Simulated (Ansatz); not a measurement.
A made-up structure of C$_{2}$H$_{4}$N, doublet:

```json
{"atom": "C1", "x (Å)": "-0.9324", "y (Å)": "0.1770", "z (Å)": "-0.6213"}
{"atom": "N2", "x (Å)": "-0.3789", "y (Å)": "-0.5029", "z (Å)": "0.3559"}
{"atom": "C3", "x (Å)": "0.8698", "y (Å)": "-0.2600", "z (Å)": "0.6800"}
{"atom": "H4", "x (Å)": "-1.9640", "y (Å)": "-0.0279", "z (Å)": "-0.8843"}
{"atom": "H5", "x (Å)": "-0.7558", "y (Å)": "-1.4233", "z (Å)": "0.5819"}
{"atom": "H6", "x (Å)": "1.3214", "y (Å)": "-0.8246", "z (Å)": "1.4880"}
{"atom": "H7", "x (Å)": "1.4721", "y (Å)": "0.4936", "z (Å)": "0.1624"}
```

It is relaxed with PBE-D4/def2-SVP and then PBE0-D4/def2-TZVP (Ansatz 0.2.0). Atoms count as bonded within 1.22 times the sum of their covalent radii (H–H: 0.88 Å). The end point is not checked to be a true minimum.

**Question.** Does its bonding change? (Judge from chemistry; the calculation decides.)

**Answer.** By the calculation: No: no bond forms or breaks.

Where it ends: The first stage lowers the energy by 0.49 eV in 7 steps. It ends as C₂H₄N ([CH][NH][CH2]):
| atom | x (Å) | y (Å) | z (Å) |
| --- | --- | --- | --- |
| C1 | -0.9398 | 0.2499 | -0.6955 |
| N2 | -0.3530 | -0.4929 | 0.2351 |
| C3 | 0.9161 | -0.2788 | 0.6829 |
| H4 | -1.9496 | -0.1778 | -0.8306 |
| H5 | -0.8181 | -1.2842 | 0.6837 |
| H6 | 1.3203 | -0.9296 | 1.4435 |
| H7 | 1.4562 | 0.5453 | 0.2434 |

Labels in which every atom is bracketed show which atoms are joined, not bond orders.

For scale, one of the runs: PBE0-D4/def2-TZVP relaxation, 117 basis functions, launched by `ansatz run in.yaml --threads 2 --pin off --events-out ev --progress --plain --max-ram 4352MiB`. The run took about 13 s on 2 CPU threads of an Arm Neoverse V2 (shared host).
